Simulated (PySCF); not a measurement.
**Electronic absorption of C3H5FS**

Species: C3H5FS.
SMILES: `C=CSCF`

The calculation used TDDFT CAM-B3LYP/def2-SVPD, vertical, gas phase, core orbitals frozen in the response (PySCF 2.14.0, density-fitted response routines). The structure is a single PBE0-D3(BJ)/def2-SVP conformer in the gas phase; no vibrational or solvent corrections. Torsions of this conformer, `[CH2:1]=[CH:2][S:3][CH2:4][F:5]`: C1–C2–S3–C4 16°, C2–S3–C4–F5 -73°.

Problem. What does the calculation give for the low-lying excited states?

Solution. 

| state | E (eV) | ν̃ (cm⁻¹) | f | main configurations (H = HOMO, L = LUMO) |
| --- | --- | --- | --- | --- |
| S1 | 5.69 | 45890 | 0.068 | H→L (60%), H→L+1 (20%) |
| S2 | 6.01 | 48470 | 0.147 | H→L+1 (47%), H→L (34%) |
| S3 | 6.45 | 52050 | 0.0074 | H→L+2 (81%), H→L+1 (14%) |
| S4 | 6.88 | 55510 | 0.039 | H→L+3 (86%) |
| S5 | 7.34 | 59190 | 0.027 | H→L+5 (48%), H→L+6 (17%), H→L+1 (12%) |
| S6 | 7.49 | 60410 | 0.015 | H→L+4 (77%), H→L+5 (11%) |
| S7 | 7.63 | 61530 | 0.014 | H→L+6 (71%), H→L+5 (10%) |
| S8 | 7.84 | 63240 | 0.011 | H-2→L (37%), H-1→L (26%), H-3→L (13%) |
| S9 | 7.93 | 63920 | 0.034 | H→L+7 (57%), H-1→L (19%) |
| S10 | 8.14 | 65660 | 0.042 | H-1→L (36%), H-3→L (27%), H→L+7 (11%) |

Triplets, Tamm–Dancoff:

```csv
state,E (eV),λ (nm),"main configurations (H = HOMO, L = LUMO)"
T1,3.88,319.7,H→L (78%)
T2,5.41,229.4,"H→L+1 (52%), H→L+5 (10%), H→L+2 (10%)"
T3,6.33,195.9,"H→L+2 (59%), H→L+1 (12%), H→L+3 (10%)"
T4,6.39,194.0,"H→L+3 (41%), H→L+2 (19%)"
```

The lowest singlet lies at 5.69 eV (218 nm, ultraviolet) and is of moderate strength; its leading configuration is HOMO→LUMO (60%). The most intense listed level is S2 at 6.01 eV (206 nm, f = 0.147), 0.32 eV above S1. Löwdin shares by element: HOMO carbon 47%, sulfur 45%; LUMO carbon 63%, sulfur 18% (atoms not listed hold the other 19%). The listed states span 2.45 eV. Weighted by f, the mean energy of these states is 6.68 eV. Of the 10 states listed, 9 reach f = 0.01 and none stays under 0.0005. All these states lie below the vertical ionisation energy of 8.94 eV (ΔSCF). Singlets were solved by full linear response, triplets in the Tamm–Dancoff approximation.

On one thread of an Arm Neoverse V2, on a shared host, this took 23 s of wall time.
